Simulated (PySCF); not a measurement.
# Atomic charges by several schemes

Species: PF3.
Z-matrix (Å and degrees, PBE0-D3(BJ)/def2-TZVP geometry), rows numbered from 1:
```
F 
P   1  1.5718
F   2  1.5715  1   97.55
F   2  1.5720  1   97.58  3    98.70
```

Density: PBE0/pcSseg-2 (PySCF); schemes: Mulliken, IAO, Hirshfeld and ESP-fitted. Geometry: PBE0-D3(BJ)/def2-TZVP; no solvent, vibrations or thermal averaging.

Task: What partial charge does each atom carry?

Result: In e; atoms taken as equivalent share a row and are averaged (×n: the atom named and its like, n in all):

| atom | environment | Mulliken | IAO | Hirshfeld | ESP-fitted |
| --- | --- | --- | --- | --- | --- |
| F1/F3/F4 | phosphorus-bound fluorine | -0.311 | -0.485 | -0.143 | -0.099 |
| P2 | three-coordinate phosphorus | +0.933 | +1.456 | +0.428 | +0.297 |

Mean size of the charges over all atoms: IAO 0.728 e, Mulliken 0.467 e, Hirshfeld 0.214 e, ESP-fitted 0.148 e. Each set sums to the total charge, 0, to within 0.001 e. The IAO scheme projects the occupied orbitals on a minimal set of polarised atomic orbitals and counts the electrons in each atom's part of it.

Lowest charge. All schemes agree: Mulliken F1/F3/F4 (-0.311); IAO F1/F3/F4 (-0.485); Hirshfeld F1/F3/F4 (-0.143); ESP-fitted F1/F3/F4 (-0.099).

Highest charge. All schemes agree: Mulliken P2 (+0.933); IAO P2 (+1.456); Hirshfeld P2 (+0.428); ESP-fitted P2 (+0.297).

Task: How many electrons does the ESP-fitted scheme count on F1?

Result: Its own charge is -0.098 e, so Z − q = 9.098.

Task: Sum the charges by element, for elements with more than one atom.

Result: 
```
element  atoms  Mulliken     IAO  Hirshfeld  ESP-fitted
      F      3    -0.933  -1.456     -0.428      -0.297
```

These values come from a run that also computed NMR shieldings. Time: 9.6 s wall; peak memory 0.73 GiB. Hardware: Intel Xeon Platinum 8259CL at 2.50 GHz, one thread, shared host.
